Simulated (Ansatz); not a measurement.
# H2OSi: the cost of one run

Program: Ansatz 0.2.0, Gaussian basis. Level of theory: def2-QZVPP, core rule «outside noble gas», up to 6 orbitals frozen. These are calculated values, not measurements.

To be run: UHF; ROHF; CCSD(T) on UHF.

2 further runs of the same task are left out: 2 set aside as unsound or not needed.

## Step 1: The system

The geometry is a PBE0/def2-TZVP stationary point (not a proven minimum) of the parent state, kept for this charge and spin.

4 atoms, charge 0, spin multiplicity 3.

Atoms are counted from 1 here; the program's logs count them from 0.

Bond lengths: Si1–O2 1.516 Å, Si1–H3 1.486 Å, Si1–H4 1.486 Å. Angles: O2–Si1–H3 124.0°, O2–Si1–H4 124.0°, H3–Si1–H4 111.9°.

## Step 2: UHF

in.yaml

```yaml
crystal:
  periodic: [false, false, false]
  atoms:
    - {symbol: Si, position_ang: [0.000000, 0.000000, 0.489694]}
    - {symbol: O, position_ang: [0.000000, 0.000000, -1.026105]}
    - {symbol: H, position_ang: [0.000000, 1.230909, 1.321383]}
    - {symbol: H, position_ang: [0.000000, -1.230909, 1.321383]}
basis:
  gaussian: {orbitals: "def2-QZVPP.json"}
magnetization: {spin_polarized: true, initial_magnetization: 2}
hamiltonian: {xc: hf}
output: {orbitals: {seedname: orbitals}}
```

Launch:

```sh
$ ansatz run in.yaml --threads 1 --pin off --events-out ev --progress --plain --max-ram 2560MiB --backend cpu
```

What time and memory should one allow on 1 thread of AMD EPYC 7R13, shared host?

About 11 s, with a peak of 0.38 GiB.
